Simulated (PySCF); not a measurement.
## State search for SiO⁺

Unrestricted PBE0; basis Si def2-TZVP, O def2-TZVP; no relativity; PySCF 2.14. Outer shells of the fragments: Si+ 3s2 3p1; O 2s2 2p4.

Followed along the bond (rough minima from three points):

| 2Ms+1 | unpaired | ⟨S²⟩ at the start | R at minimum (Å) | Te (eV) |
| --- | --- | --- | --- | --- |
| 2 | σ ↑ | 0.78 | 1.52 | 0.00 |
| 2 | π ↑ | 0.76 | 1.65 | 0.16 |
| 4 | σ ↑, π ↑↑ | 3.76 | 1.72 | 3.77 |

Solutions found at the starting distance of 1.815 Å, counted from the lowest of them; the search is not exhaustive and high or unbound solutions are not listed, so other states can lie among these:

```tsv
2Ms+1	unpaired	term	E (eV)	⟨S²⟩	⟨Lz²⟩	μ (D)
2	π ↑	²Π	0.00	0.76	1.01	-3.73
2	σ ↑	²Σ⁺	0.72	0.78	0.00	-4.85
4	σ ↑, π ↑↑	mixed	3.33	3.76	2.01	-2.96
4	σ ↑, π ↑↑	mixed	3.59	3.76	2.01	-2.95
2	σ ↑, π ↑↓	mixed	4.19	1.78	2.02	-2.26
2	σ ↓, π ↑↑	mixed	4.26	1.78	2.02	-2.60
```

A term symbol is given only where ⟨S²⟩ and ⟨Lz²⟩ are close to those of a pure state; real π, δ and φ orbitals otherwise mix terms. A positive dipole points towards O; it is taken about the centre of mass and depends on that origin.

Question: Compare the gap between the two lowest followed solutions at the starting distance with the gap between their minima.

Answer: At PBE0 the second solution (doublet, unpaired electrons π ↑) lies -0.72 eV from the first (doublet, unpaired electrons σ ↑) at 1.815 Å and +0.16 eV at the minima; the two curves relax by different amounts, since their minima lie near 1.65 and 1.52 Å.

Counting both spins, an empty level lies below a filled one in some of these solutions, because spin and occupation are held.
